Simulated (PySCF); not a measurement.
3-pyrroline, C4H7N.
Geometry (PBE0-D3(BJ)/def2-SVP, Å), atoms numbered from 1 in this order:
```
atom  x, y, z in Å
C1    -0.8043    0.7282   -0.5742
C2     0.4839    1.0449   -0.4277
C3     1.2182   -0.0991    0.2254
N4     0.1699   -1.0086    0.6903
C5    -1.0532   -0.6574   -0.0331
H6    -1.5648    1.3388   -1.0660
H7     0.9652    1.9606   -0.7783
H8     1.8742    0.2107    1.0561
H9     1.8798   -0.5939   -0.5149
H10    0.0140   -0.8323    1.6783
H11   -1.2411   -1.3607   -0.8700
H12   -1.9376   -0.7260    0.6224
```

The closed-shell ground state was solved at several levels (PySCF, density fitting, gas phase, non-relativistic).

| level | basis functions | HOMO (eV) | LUMO (eV) | gap (eV) | dipole (D) |
| --- | --- | --- | --- | --- | --- |
| wB97X-D/pcSseg-2 | 278 | -8.43 | 2.21 | 10.64 | 1.23 |
| PBE0/pcSseg-1 | 120 | -6.48 | 0.49 | 6.97 | 1.25 |
| PBE0/def2-SVPD | 156 | -6.55 | 0.40 | 6.95 | 1.19 |

Problem. Estimate the row for B3LYP/pcJ-1, a basis of 205 functions; the other rows only guide the guess.

Solution. HOMO -6.22 eV, LUMO 0.28 eV, gap 6.50 eV, dipole 1.26 D.

Problem. Over all these levels, which gives the widest orbital gap and which the narrowest?

Solution. wB97X-D/pcSseg-2 (range-separated hybrid) has the widest, 10.64 eV, and B3LYP/pcJ-1 (global hybrid, 20 % exact exchange) the narrowest, 6.50 eV. Functional and basis both differ between the two, so the spread mixes both effects.

Problem. How far do the dipole and the HOMO energy spread over the levels?

Solution. The dipole runs from 1.19 to 1.26 D (mean 1.23 D) and the HOMO from -8.43 to -6.22 eV.

One conformer stands for the species.
